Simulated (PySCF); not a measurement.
Compound: F₂O₂S.
InChI=1S/F2O2S/c1-5(2,3)4

Level: wB97X-D/def2-SVPD in PySCF, non-relativistic, on one gas-phase PBE0-D3(BJ)/def2-SVP geometry that isn't relaxed in the solvent. The solvent is an IEF-PCM continuum (Bondi radii, 1.10 Å for H, scaled by 1.2), and excitations are vertical TDDFT with non-equilibrium linear response and a frozen core. Only the electrostatic response of the medium enters.

```csv
run,E − E(gas) (kcal/mol),HOMO (eV),HOMO–LUMO gap (eV),dipole (D),lowest singlet (eV),static polarisability (au)
gas,0.00,-12.81,13.50,0.85,8.07,28.9
P,-1.55,-12.72,13.54,0.99,8.12,33.7
Q,-1.86,-12.70,13.55,1.01,8.13,34.7
```

**Question.** The runs were made in chloroform and dichloromethane. Which run belongs to which solvent?

**Answer.** P = chloroform, Q = dichloromethane. The dielectric constants are 4.711 (chloroform), 8.93 (dichloromethane), and the energy falls further as ε rises. The optical constants n² used for the excitations are 2.09, 2.03 in the same order. In this model the ground state sees the solvent through ε alone.

**Question.** How constant is the ratio of the lowering to (ε − 1)/(2ε + 1)?

**Answer.** 
| solvent | (ε − 1)/(2ε + 1) | E − E(gas) (kcal/mol) | ratio (kcal/mol) | polarisation term (kcal/mol) |
| --- | --- | --- | --- | --- |
| chloroform | 0.356 | -1.55 | -4.3 | -1.64 |
| dichloromethane | 0.420 | -1.86 | -4.4 | -2.00 |

The ratio changes by +2.0 % in size from chloroform to dichloromethane. The polarisation term is half the interaction of the solute with the induced surface charges.

wB97X-D is run here without its empirical dispersion term; that term would change no orbital, density or response property at a fixed geometry.
